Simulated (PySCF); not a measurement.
# BH2F (SMILES BF): levels of theory compared

We compute a comparison of 3 runs (revPBE0-D3(BJ)/pcJ-1, MP2/6-311++G**, NEVPT2(10,10)/pcSseg-1) of BH2F. The job is set up through a Python script.

The results are computed with PySCF 2.14.0.

6 further runs of the same task are left out: 6 set aside as unsound or not needed.

## Step 1: The structure to begin with

BH2F has 4 atoms, charge 0, and is taken as a singlet. SMILES: `BF`. Geometry: relaxed at PBE0-D4/def2-TZVP.

Bond lengths: B1–F2 1.317 Å, B1–H3 1.197 Å, B1–H4 1.198 Å. Angles: F2–B1–H3 117.8°, F2–B1–H4 117.8°, H3–B1–H4 124.4°.

## Step 2: The stability of the SCF solution at revPBE0-D3(BJ)/pcJ-1 (density fitting) (run 1)

Input file mol.sdf:

```

     RDKit          3D

  4  3  0  0  0  0  0  0  0  0999 V2000
   -0.0273   -0.0040   -0.0308 B   0  0  0  0  0  0  0  0  0  0  0  0
    1.0612   -0.2967    0.6499 F   0  0  0  0  0  0  0  0  0  0  0  0
   -1.0125   -0.6491    0.1862 H   0  0  0  0  0  0  0  0  0  0  0  0
    0.0342    0.8896   -0.8256 H   0  0  0  0  0  0  0  0  0  0  0  0
  2  1  1  0
  3  1  1  0
  4  1  1  0
M  END
$$$$
```

Input file job.py:

```python
# BF
from pyscf import gto, dft
from rdkit import Chem

rd = Chem.MolFromMolFile('mol.sdf', removeHs=False, sanitize=False)
xyz = rd.GetConformer().GetPositions()
geom = [(a.GetSymbol(), tuple(x)) for a, x in zip(rd.GetAtoms(), xyz)]
for s, x in geom:
    print('%-2s %12.6f %12.6f %12.6f' % (s, *x))

mol = gto.M(
    atom=geom,
    basis='pcj-1',
    spin=0,
    max_memory=1860,
    verbose=4,
    charge=0,
)

mf = dft.RKS(mol, xc='revpbe0')
mf = mf.density_fit()
mf.disp = 'd3bj'
mf.kernel()

e_tot = mf.e_tot
print(f'total energy: {e_tot:.8f} hartree')
mo_i, mo_e, stable_i, stable_e = mf.stability(internal=True, external=True, return_status=True)
print('stable: internal', stable_i, 'external', stable_e)
```

The run is started by

```bash
$ OMP_NUM_THREADS=1 python job.py
```

The log of the run:

```text
B     -0.027300    -0.004000    -0.030800
F      1.061200    -0.296700     0.649900
H     -1.012500    -0.649100     0.186200
H      0.034200     0.889600    -0.825600

PySCF version 2.14.0

[... 66 lines left out ...]
WARN: Even tempered Gaussians are generated as DF auxbasis for  F B H
[... 22 lines left out ...]
converged SCF energy = -125.867037364801
total energy: -125.86703736 hartree
[... 6 lines left out ...]
stable: internal True external True
```

Run time: 40 s. Hardware: 1 thread of Intel Xeon at 2.50GHz (Skylake/Cascade Lake), shared host; peak memory 0.36 GiB.

## Step 3: A single-point energy at MP2/6-311++G(d,p) (sfX2C) (run 2)

Input file run.py:

```python
from pyscf import gto, mp

mol = gto.Mole()
mol.atom = '''
B   -0.027300  -0.004000  -0.030800
F    1.061200  -0.296700   0.649900
H   -1.012500  -0.649100   0.186200
H    0.034200   0.889600  -0.825600
'''
mol.basis = '6-311++g**'
mol.symmetry = True
mol.verbose = 4
mol.max_memory = 1860
mol.build()

myscf = mol.RHF()
myscf = myscf.x2c()
myscf.kernel()

pt = mp.MP2(myscf, frozen=2).run()
energy = pt.e_tot
print(f'total energy: {energy:.8f} hartree')
```

The run is started by

```bash
$ OMP_NUM_THREADS=1 python run.py
```

The log of the run:

```text
PySCF version 2.14.0

[... 64 lines left out ...]
converged SCF energy = -125.446851029292
[... 1 line left out ...]
******** <class 'pyscf.mp.mp2.RMP2'> ********
nocc = 6, nmo = 56
frozen orbitals 2
E(RMP2) = -125.747082513465  E_corr = -0.300231484173331
E(SCS-RMP2) = -125.744863551262  E_corr = -0.298012521970159
E_corr(same-spin) = -0.0718445296590443
E_corr(oppo-spin) = -0.228386954514287
total energy: -125.74708251 hartree
```

It took 2.2 s on 1 thread of Intel Xeon at 2.50GHz (Skylake/Cascade Lake), shared host; peak memory 0.13 GiB.

## Step 4: A single-point energy at NEVPT2(10,10)/pcSseg-1 (run 3)

Input file run.py:

```python
import numpy
from pyscf import gto, scf, mp, mcscf, mrpt

system = gto.Mole()
system.atom = '''
B       -0.027300      -0.004000      -0.030800
F        1.061200      -0.296700       0.649900
H       -1.012500      -0.649100       0.186200
H        0.034200       0.889600      -0.825600
'''
system.basis = 'pcsseg-1'
system.spin = 0
system.max_memory = 1860
system.verbose = 4
system.build()

hf = system.RHF()
hf.max_cycle = 68
hf.init_guess = '1e'
hf.kernel()

pt = mp.MP2(scf.addons.convert_to_uhf(hf)).run()
noons, natorbs = mcscf.addons.make_natural_orbitals(pt)
print('natural occupations', numpy.round(noons[:40], 4))
cas = mcscf.CASSCF(hf, 10, 10)
cas.fix_spin_(ss=0.0)
cas.natorb = True
cas.kernel(natorbs)
e_pt2 = mrpt.NEVPT(cas).kernel()
e_tot = cas.e_tot + e_pt2
print(f'total energy: {e_tot:.8f} hartree')
```

The run is started by

```bash
$ OMP_NUM_THREADS=1 python run.py
```

The log of the run:

```text
PySCF version 2.14.0

[... 69 lines left out ...]
converged SCF energy = -125.307713827
[... 37 lines left out ...]
sorting_mo_energy = False
[... 44 lines left out ...]
1-step CASSCF converged in  15 macro (260 JK  56 micro) steps
[... 3 lines left out ...]
Natural orbital (expansion on meta-Lowdin AOs) in CAS space
[... 30 lines left out ...]
CASSCF energy = -125.458611705436
[... 7 lines left out ...]
Natural orbital (expansion on meta-Lowdin AOs) in CAS space
[... 38 lines left out ...]
Nevpt2 Energy = -0.132716417090274
total energy: -125.59132812 hartree
```

It took 84 s on 1 thread of Intel Xeon at 2.50GHz (Skylake/Cascade Lake), shared host; peak memory 0.18 GiB.

## Step 5: Overview of the runs

| run | level | task | integral approximation | energy (Eh) | dipole moment (D) of the reference | HOMO energy (eV) | LUMO energy (eV) | wall time |
| --- | --- | --- | --- | --- | --- | --- | --- | --- |
| 1 | revPBE0-D3(BJ)/pcJ-1 (density fitting) | stability | auto | -125.867037 | 0.71 | -9.34 | -1.04 | 40 s |
| 2 | MP2/6-311++G** (sfX2C) | energy | none | -125.747083 | 1.12 | -13.30 | 1.38 | 2.2 s |
| 3 | NEVPT2(10,10)/pcSseg-1 | energy | none | -125.591328 | 1.05 | -13.28 | 2.47 | 84 s |

## Step 6: Results

| quantity | value |
| --- | --- |
| run 3: total energy | -125.59133 Eh |
| run 3: dipole moment (Hartree–Fock density) | 1.05 D |
| run 3: HOMO energy (Hartree–Fock orbitals) | -13.28 eV |
| run 3: LUMO energy (Hartree–Fock orbitals) | 2.47 eV |
| run 3: HOMO–LUMO gap (Hartree–Fock orbitals) | 15.75 eV |

All runs together took 2.1 min, the longest 84 s.
